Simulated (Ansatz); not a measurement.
`FC/C=C/CF`, charge 0, multiplicity 1.

(1) Give a relaxed structure at PBE0-D4/def2-TZVP (Ansatz). (Best estimate.)

Answers

(1) Ansatz gave: 
Z-matrix (Å, degrees):
```
C
C 1 1.484
F 1 1.388 2 110.4
H 1 1.096 2 111.2 3 -118.3
H 1 1.094 2 111.4 3 119.9
C 2 1.325 1 123.1 3 -122.6
H 2 1.086 1 116.9 3 58.3
C 6 1.485 2 125.1 1 -178.3
H 6 1.089 2 120.2 1 1.5
F 8 1.376 6 112.0 2 -0.0
H 8 1.097 6 110.4 2 -120.4
H 8 1.097 6 110.6 2 120.4
```
This is one stationary point; other conformers may exist.
